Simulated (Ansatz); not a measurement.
**C₃H₇O radical: small, medium and large basis sets**

How large a basis does C₃H₇O radical need? Two functionals and correlated methods are run in growing sets.

Method: one geometry, several basis sets; program: Ansatz 0.2.0, Gaussian basis.

The runs, in order: PBE0-D4/def2-SVP; ωB97M-V/def2-SVP; PBE0-D4/def2-QZVPP; ωB97M-V/def2-QZVPP; CCSD(T)/cc-pV(D+d)Z; CCSD(T)/cc-pV(T+d)Z; MP2/cc-pV(Q+d)Z; the functionals' def2-TZVPP values are taken from earlier runs.

## Step 1: Structure used throughout

An earlier PBE0-D4 in a triple-zeta def2 set relaxation fixed the geometry.

11 atoms, charge 0, spin multiplicity 2.

Atoms are counted from 1 here; the program's logs count them from 0.

Bond lengths: C1–C2 1.472 Å, C1–H5 1.081 Å, C1–H6 1.081 Å, C2–O3 1.402 Å, C2–H7 1.106 Å, C2–H8 1.109 Å, O3–C4 1.399 Å, C4–H9 1.090 Å, C4–H10 1.099 Å, C4–H11 1.100 Å. Angles: C2–C1–H5 119.8°, C2–C1–H6 120.1°, H5–C1–H6 119.8°, C1–C2–O3 110.0°, C1–C2–H7 110.7°, C1–C2–H8 110.7°, O3–C2–H7 110.3°, O3–C2–H8 109.7°, H7–C2–H8 105.3°, C2–O3–C4 112.3°, O3–C4–H9 107.6°, O3–C4–H10 111.6°, O3–C4–H11 111.6°, H9–C4–H10 108.9°, H9–C4–H11 108.9°, H10–C4–H11 108.2°.

As a file:

```xyz
11
charge 0, multiplicity 2
C    -1.1949    1.3662   -0.6791
C    -0.4758    0.4122    0.1810
O     0.5087   -0.2559   -0.5614
C     1.2049   -1.1968    0.2050
H    -1.0706    1.3228   -1.7521
H    -1.9114    2.0521   -0.2482
H    -0.0191    0.9322    1.0442
H    -1.1781   -0.3251    0.6211
H     1.9432   -1.6688   -0.4435
H     1.7250   -0.7247    1.0509
H     0.5333   -1.9712    0.6026
```

## Step 2: PBE0-D4 in def2-SVP

in.yaml

```yaml
crystal:
  periodic: [false, false, false]
  atoms:
    - {symbol: C, position_ang: [-1.194898, 1.366237, -0.679061]}
    - {symbol: C, position_ang: [-0.475777, 0.412187, 0.181028]}
    - {symbol: O, position_ang: [0.508707, -0.255881, -0.561398]}
    - {symbol: C, position_ang: [1.204946, -1.196778, 0.205018]}
    - {symbol: H, position_ang: [-1.070585, 1.322811, -1.752052]}
    - {symbol: H, position_ang: [-1.911427, 2.052065, -0.248212]}
    - {symbol: H, position_ang: [-0.019109, 0.932247, 1.044168]}
    - {symbol: H, position_ang: [-1.178100, -0.325105, 0.621114]}
    - {symbol: H, position_ang: [1.943161, -1.668802, -0.443462]}
    - {symbol: H, position_ang: [1.724981, -0.724748, 1.050942]}
    - {symbol: H, position_ang: [0.533301, -1.971234, 0.602618]}
basis:
  gaussian: {orbitals: def2-SVP}
magnetization: {spin_polarized: true, initial_magnetization: 1}
hamiltonian: {xc: pbe0, dispersion: d4}
output: {orbitals: {seedname: orbitals}}
```

On the command line:

```console
$ ansatz run in.yaml --threads 2 --pin off --events-out ev --progress --plain --max-ram 32768MiB --backend cpu
```

After this run come: ωB97M-V in def2-SVP; PBE0-D4 in def2-QZVPP; ωB97M-V in def2-QZVPP; CCSD(T) in cc-pV(D+d)Z; CCSD(T) in cc-pV(T+d)Z; MP2 in cc-pV(Q+d)Z.

Before running them: what should the planned runs give, taken together? Wanted: MP2 correlation recovered, cc-pV(D+d)Z; MP2 correlation recovered, cc-pV(T+d)Z; MP2 correlation recovered, cc-pV(Q+d)Z; CCSD(T) limit from def2 sets; PBE0-D4: double and triple zeta above quadruple; ωB97M-V: double and triple zeta above quadruple.

The runs gave:

| quantity | value |
| --- | --- |
| MP2 correlation recovered, cc-pV(D+d)Z | 71.6 % |
| MP2 correlation recovered, cc-pV(T+d)Z | 89.4 % |
| MP2 correlation recovered, cc-pV(Q+d)Z | 95.6 % |
| CCSD(T) limit from def2 sets (earlier runs) less the limit of this series | -10 meV |
| PBE0-D4: double and triple zeta above quadruple | 6.32, 0.31 eV |
| ωB97M-V: double and triple zeta above quadruple | 6.61, 0.30 eV |

In words: For PBE0-D4 the step from double to triple zeta gains 6.01 eV and the next only 0.31 eV. In cc-pV(D+d)Z MP2 holds 72 % of its limit, in cc-pV(Q+d)Z 96 %, while Hartree-Fock is within 0.113 eV in the largest set. A limit from the def2 sets, made apart, differs by 10 meV, a least measure of the doubt on such a limit. Total energies overstate the basis error of differences, where much of it tends to cancel. The LUMO of ωB97M-V is positive and keeps falling with the basis (1.10 to 0.54 eV): an unbound level that the basis holds in place.
